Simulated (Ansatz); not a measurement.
# C2H3NO2: one species, many methods

Aim: compute C2H3NO2 with functionals from several rungs and with coupled cluster. The yardstick is the atomisation energy at the CCSD(T) limit.

Method: functionals in def2-TZVPP, the program's frozen cores in correlated methods; program: Ansatz 0.2.0, Gaussian basis.

Levels to be run: LDA (SPW92), PBE-D4, revPBE-D4, BLYP-D4, r2SCAN-D4, B97M-V, PBE0-D4, B3LYP-D4, r2SCANh-D4, r2SCAN0-D4, HSE06-D4, BHLYP-D4, CAM-B3LYP-D4, LC-ωPBE, ωB97X-V, ωB97M-V, B2PLYP, PBE-QIDH; CCSD(T)/def2-SVP; CCSD(T)/def2-TZVPP; MP2/def2-QZVPP; extrapolation to the limit; RPA on PBE.

### 1 The relaxed structure

The geometry comes from an earlier relaxation with PBE0-D4 in a triple-zeta def2 set; it is a stationary point, not always the lowest conformer.

SMILES `N=C1OCO1`, 8 atoms, charge 0, spin multiplicity 1.

Atoms are counted from 1 here; the program's logs count them from 0.

Bond lengths: N1–C2 1.238 Å, N1–H6 1.013 Å, C2–O3 1.363 Å, C2–O5 1.373 Å, O3–C4 1.422 Å, C4–O5 1.424 Å, C4–H7 1.092 Å, C4–H8 1.092 Å. Angles: C2–N1–H6 112.4°, N1–C2–O3 129.2°, N1–C2–O5 135.2°, O3–C2–O5 95.6°, C2–O3–C4 87.0°, O3–C4–O5 90.9°, O3–C4–H7 112.8°, O3–C4–H8 112.8°, O5–C4–H7 112.8°, O5–C4–H8 112.8°, H7–C4–H8 113.0°, C2–O5–C4 86.5°.

### 2 LDA

This LDA is Slater exchange with PW92 correlation.

in.yaml

```yaml
crystal:
  periodic: [false, false, false]
  atoms:
    - {symbol: N, position_ang: [-0.533012, 1.886466, -0.190041]}
    - {symbol: C, position_ang: [-0.179893, 0.702632, -0.110879]}
    - {symbol: O, position_ang: [0.413152, -0.083728, -1.052353]}
    - {symbol: C, position_ang: [0.399473, -1.124735, -0.083543]}
    - {symbol: O, position_ang: [-0.220637, -0.262611, 0.865220]}
    - {symbol: H, position_ang: [-0.951540, 2.223668, 0.669155]}
    - {symbol: H, position_ang: [1.401856, -1.435076, 0.218856]}
    - {symbol: H, position_ang: [-0.237298, -1.963615, -0.372216]}
basis:
  gaussian: {orbitals: def2-TZVPP}
hamiltonian: {xc: lda}
output: {orbitals: {seedname: orbitals}}
```

Command:

```
ansatz run in.yaml --threads 2 --pin off --events-out ev --progress --plain --max-ram 4352MiB
```

The runs that follow: PBE-D4 (GGA); revPBE-D4 (GGA); BLYP-D4 (GGA); r2SCAN-D4 (meta-GGA); B97M-V (meta-GGA); PBE0-D4 (hybrid); B3LYP-D4 (hybrid); r2SCANh-D4 (hybrid); r2SCAN0-D4 (hybrid); HSE06-D4 (hybrid); BHLYP-D4 (hybrid); CAM-B3LYP-D4 (range-separated); LC-ωPBE (range-separated); ωB97X-V (range-separated); ωB97M-V (range-separated); B2PLYP (double hybrid); PBE-QIDH (double hybrid); CCSD(T) in def2-SVP; CCSD(T) in def2-TZVPP; MP2 in def2-QZVPP; RPA on PBE orbitals.

**Question.** What will the summary of the whole plan be? Wanted: atomisation energy, CCSD(T)/CBS; farthest beyond LDA; mean size of error, GGA; mean size of error, meta-GGA; mean size of error, hybrid; mean size of error, range-separated; mean size of error, double hybrid; gap, smallest and largest; T1 diagnostic.

As calculated:

```
                               quantity                                      value
        atomisation energy, CCSD(T)/CBS                                  34.661 eV
    functionals within 0.173 eV (0.5 %)     B97M-V, B3LYP-D4, r2SCANh-D4, PBE-QIDH
                    farthest beyond LDA                         PBE-D4 (+1.988 eV)
                mean size of error, GGA                                   1.095 eV
           mean size of error, meta-GGA                                   0.234 eV
             mean size of error, hybrid                                   0.676 eV
    mean size of error, range-separated                                   0.349 eV
      mean size of error, double hybrid                                   0.195 eV
              gap, smallest and largest  6.49 eV (LDA (SPW92)), 14.18 eV (LC-ωPBE)
                          T1 diagnostic                                     0.0143
triples share of the correlation energy                                      4.2 %
```

LDA overbinds by 7.374 eV (21 %). PBE-D4 misses by +1.988 eV. Double hybrids carry the basis error of their MP2 part in triple zeta, and no dispersion term here, so their miss is partly the set-up's. By mean error the best rung here is double hybrid (0.195 eV) and the worst beyond LDA is GGA (1.095 eV). The gap between the best rungs is small, so their order is not settled. The reference freezes the cores and leaves out relativity and excitations past (T), so misses under about 0.173 eV can't be ranked. Hartree-Fock recovers 64 % of the binding; the rest is correlation. CCSD(T) in def2-SVP is off by -2.096 eV, worse than the median functional, from the basis alone. Orbital gaps span 6.5 to 14.2 eV; exact exchange widens them.
